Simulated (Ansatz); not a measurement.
Other spins and charges of GaP$_{2}$H, triplet at one geometry

Geometry (PBE0/def2-TZVP stationary point for this spin, not checked as a minimum):

```csv
atom,x (Å),y (Å),z (Å)
Ga,-0.0099,0.0340,1.1545
P,0.0883,0.9813,-1.3360
P,-0.0235,-1.0996,-1.2197
H,-1.3092,1.2855,-1.3235
```

Basis cc-pVDZ; Ansatz 0.2.0. Only valence electrons are correlated (noble-gas cores and the filled d shells of p-block atoms frozen). R marks a restricted (for open shells ROHF) determinant, U an unrestricted one. No spin–orbit coupling is included, and no scalar relativity.

Gaps are energies of the second state less the first, at fixed atoms, for a selection of the levels run; each method lands on the state that its own search finds for that charge and spin.

Unrestricted rows (U, and Kohn–Sham where it breaks symmetry) aren't spin-pure: their determinants' ⟨S²⟩ exceeds S(S+1) by up to 0.89, so they mix in states of higher spin. A value is left out where its run failed or describes another state than the reference as far as symmetry and spin tell, or, spin-broken singlets apart, can't be checked.

PBE gives 7.773 eV for removing an electron, to the doublet. Estimate what UCCSDT(Q) gives in cc-pVDZ.

UCCSDT(Q) in cc-pVDZ gives 7.401 eV, so against it PBE is off by 0.372 eV, of which a good part can be the reference's own basis and frozen-core error.

| level | gap (eV) | error (meV) | ⟨S²⟩ where 0.1 over S(S+1) (first / second) |
| --- | --- | --- | --- |
| UHF | 6.816 | -585 | – / 1.64 |
| UMP2 | 7.727 | 326 | – / 1.64 |
| UCCSD | 7.448 | 47 | – / 1.64 |
| UCCSD(T) | 7.471 | 70 | – / 1.64 |
| BCCD(T) | 7.427 | 26 | – / – |
| UCCSDT | 7.417 | 16 | – / 1.64 |
| r2SCAN | 7.926 | 525 | – / 1.24 |
| PBE0 | 7.847 | 446 | – / 1.19 |
| B3LYP | 7.758 | 357 | – / 1.03 |
| wB97M-V | 7.686 | 285 | – / 0.97 |
| B2PLYP | 7.680 | 279 | – / 1.35 |
| RPA-PBE | 7.535 | 134 | – / 0.95 |

Removing an electron, to the quartet: 8.010 eV at UCCSDT(Q).

```json
{"level": "UHF", "gap (eV)": "7.111", "error (meV)": "-899"}
{"level": "UMP2", "gap (eV)": "8.057", "error (meV)": "47"}
{"level": "UCCSD", "gap (eV)": "7.956", "error (meV)": "-54"}
{"level": "BCCD(T)", "gap (eV)": "8.015", "error (meV)": "5"}
{"level": "UCCSDT", "gap (eV)": "8.004", "error (meV)": "-6"}
{"level": "PBE", "gap (eV)": "8.375", "error (meV)": "365"}
{"level": "PBE0", "gap (eV)": "8.330", "error (meV)": "320"}
{"level": "B3LYP", "gap (eV)": "8.381", "error (meV)": "371"}
{"level": "wB97X-V", "gap (eV)": "8.361", "error (meV)": "351"}
{"level": "wB97M-V", "gap (eV)": "8.350", "error (meV)": "340"}
```

Quintet less triplet: 2.378 eV at UCCSDT(Q).

```tsv
level	gap (eV)	error (meV)
UHF	1.675	-703
UMP2	2.325	-53
UCCSD	2.333	-45
UCCSD(T)	2.373	-5
BCCD(T)	2.388	10
UCCSDT	2.373	-5
PBE	2.701	323
r2SCAN	2.517	139
PBE0	2.542	164
B3LYP	2.754	376
wB97M-V	2.719	341
B2PLYP	2.629	251
RPA-PBE	2.486	108
```

In so small a basis the reference is far from its limit while semilocal and hybrid functionals are nearer theirs (RPA and double hybrids share part of the reference's basis error), so the functionals' errors here hold much of the reference's basis and frozen-core error, which can add to them or hide them.

Full CI isn't at hand for all of this; UCCSDT(Q) serves as the reference, and is uncertain by the last step of the cluster series or more. The frozen core follows each run's orbitals, which can shift R against U totals by a few meV for light atoms and by up to 0.1 eV past Ca.
